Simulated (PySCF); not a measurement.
Computed properties of SiF4, SMILES F[Si](F)(F)F

SiF4, SMILES F[Si](F)(F)F. Coordinates come from a ωB97X-D3(BJ)/def2-SVP optimisation. The isomer is the one that the SMILES or the coordinates give; other isomers of the formula were not compared. One conformer was computed; it need not be the lowest. All values are computed for the isolated molecule unless a solvent is named; none is compared with measurement here.

**Structure.** The optimised structure has Td symmetry. All 9 harmonic modes at ωB97X-D3(BJ)/def2-SVP (PySCF) are real, so it is a minimum. With heavy atoms numbered as in [F:1][Si:2]([F:3])([F:4])[F:5], the shortest bond between them is F1–Si2 at 1.590 Å and the longest Si2–F5 at 1.590 Å.

**Vibrations.** The strongest infrared lines (harmonic, unscaled, degenerate partners summed) lie at 1037 cm⁻¹ (672 km/mol, Si 50 %, F 50 %), 372 cm⁻¹ (164 km/mol, F 77 %, Si 23 %). The softest mode is at 250 cm⁻¹ and the zero-point energy is 7.9 kcal/mol.

**Electronic structure.** ωB97X/def2-TZVP (PySCF) places the frontier levels at -15.31 and 2.40 eV, a gap of 17.71 eV, and gives a dipole moment of 0.00 D and a mean polarisability of 20.7 bohr³.

**Excitations.** TDA-ωB97X/def2-SVPD (PySCF) has S1 at 11.27 eV (110 nm, f = 0.000, dark); the most intense of the 10 singlets computed lies at 12.41 eV (f = 0.80). Strengths of degenerate partners are summed. T1 (TDA) is at 10.91 eV, 0.36 eV under S1. No vertical singlet excitation falls in the visible range (under 3.1 eV).

**NMR.** GIAO shifts at KT2/pcSseg-2 (PySCF) (non-relativistic, atoms alike by connectivity averaged): ²⁹Si at -99.4 ppm against TMS; ¹⁹F at -202.4 ppm against CFCl3.
